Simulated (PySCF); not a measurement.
Species: H2O.
Geometry (GFN2-xTB, Å), atoms numbered from 1 in this order:
```
atom  x, y, z in Å
O1     0.004    0.379   -0.003
H2    -0.769   -0.190   -0.011
H3     0.776   -0.192    0.001
```

Level: PBE0/pcSseg-1 in PySCF, non-relativistic, on one gas-phase GFN2-xTB geometry that isn't relaxed in the solvent. The solvent is an IEF-PCM continuum (cavity from Bondi-type radii × 1.2). The model holds no explicit solvent molecules, cavitation or dispersion.

Gas phase at PBE0/pcSseg-1: HOMO -8.61 eV, LUMO 1.39 eV, dipole 2.03 D.

**Question.** What does the continuum do to the energy, the frontier levels and the dipole at PBE0/pcSseg-1 in cyclohexane, benzene, chloroform, tetrahydrofuran, dichloromethane, acetone, methanol, acetonitrile, dimethylsulfoxide and water?

**Answer.** 
```csv
solvent,ε,E(solvent) − E(gas) (kcal/mol),polarisation term (kcal/mol),distortion of the solute (kcal/mol),HOMO (eV),LUMO (eV),dipole (D)
cyclohexane,2.017,-2.50,-2.60,0.10,-8.63,1.57,2.13
benzene,2.271,-2.85,-2.98,0.13,-8.63,1.60,2.15
chloroform,4.711,-4.51,-4.83,0.32,-8.65,1.71,2.21
tetrahydrofuran,7.426,-5.16,-5.59,0.43,-8.65,1.76,2.24
dichloromethane,8.93,-5.37,-5.83,0.46,-8.66,1.77,2.25
acetone,20.49,-5.96,-6.52,0.56,-8.66,1.81,2.27
methanol,32.61,-6.14,-6.74,0.60,-8.66,1.83,2.28
acetonitrile,35.69,-6.16,-6.77,0.61,-8.67,1.83,2.28
dimethylsulfoxide,46.83,-6.23,-6.85,0.62,-8.67,1.83,2.28
water,78.36,-6.32,-6.95,0.63,-8.67,1.84,2.29
```

The polarisation term is half the interaction of the solute with the surface charges that it induces; the rest is the cost of distorting the solute's density. The sum is the electrostatic part of solvation alone. From cyclohexane to water the lowering changes by a factor 2.52, Onsager's factor (ε − 1)/(2ε + 1) by 2.43 and ε itself by 38.9.

**Question.** Which radius a makes the point-dipole formula ΔE = −[(ε − 1)/(2ε + 1)]·μ²/a³ give the value in water, with the gas-phase dipole?

**Answer.** μ = 0.799 au and |ΔE| = 0.01007 Eh give a = 1.66 Å; the farthest nucleus lies 0.80 Å from the centroid of the nuclei. The formula assumes a rigid point dipole at the centre of a sphere.

**Question.** Give the dipole vector in the frame of the coordinates (D, pointing from negative to positive charge), gas and water.

**Answer.** Gas (0.00, -2.03, -0.01), solvent (0.00, -2.29, -0.01). Its length changes by +12 % and its direction by less than 1°.

The run took under 1 s of CPU time (one thread, shared machine). This is the whole shielding run at PBE0/pcSseg-1 in water, SCF included.
